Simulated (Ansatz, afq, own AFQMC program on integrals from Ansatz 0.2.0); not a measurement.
# NH$_{4}$, doublet in cc-pVTZ, levels against CCSDT(Q)

```yaml
atoms:
  - { symbol: N, position_ang: [-0.1449, -0.0316, -0.0492] }
  - { symbol: H, position_ang: [-0.4421, 0.9362, -0.0492] }
  - { symbol: H, position_ang: [-0.4421, -0.4339, 0.8311] }
  - { symbol: H, position_ang: [1.0191, -0.0316, -0.0492] }
  - { symbol: H, position_ang: [1.8781, -0.0316, -0.0492] }
```

Basis cc-pVTZ. Only valence electrons are correlated. AFQMC by an in-house program on the Cholesky factors that Ansatz 0.2.0 writes for its CCSD(T) run. ph-AFQMC/CISD is guided by a CISD state made of CCSD amplitudes; releasing the constraint for a short imaginary time cuts its bias at the price of noise, slowly where states lie close. Error bars are statistical, one sigma.

Determinant: UHF, the one that the program's search chose, which needn't be the lowest solution. The geometry is a point of a scan.

No full CI on the walks' own integrals is used here; CCSDT(Q) serves as the reference and is uncertain by about the last step of the cluster series.

The T1 diagnostic is 0.0150 and the weight of the determinant in the CISD state is 0.916. The ⟨S²⟩ of the determinant is 0.782 and the size of the correlated space is 9 electrons in 85 orbitals.

```csv
level,correlation energy (eV)
MP2,-6.6073
CCSD,-7.1273
CCSD(T),-7.3591
```

(1) Estimate where phaseless AFQMC with a CISD trial lies against CCSD(T) on the same integrals.

(1) 0.68 ± 0.17 mEh below CCSD(T).

Reference: CCSDT(Q), correlation energy -7.381 eV. The released energy is read at 2.40 1/Eh (meV from the phaseless value at times in 1/Eh: -1 ± 5 at 0.24, -1 ± 5 at 0.51, -6 ± 4 at 0.99, -4 ± 5 at 1.62, -7 ± 5 at 2.40).

```tsv
level	E − E(reference) (mEh)	share of correlation (%)
CCSD(T)	0.80	99.70
CCSDT	0.37	99.86
ph-AFQMC/CISD	0.12 ± 0.17	99.95
released AFQMC	-0.14 ± 0.18	100.05
```

A walk keeps the symmetry of its determinant, which the program's search chose and which needn't be the lowest solution, so a lower state of the same spin and another symmetry isn't excluded. Released energies are given only where the last usable release times agree within the noise; a slower fall can still hide under it.
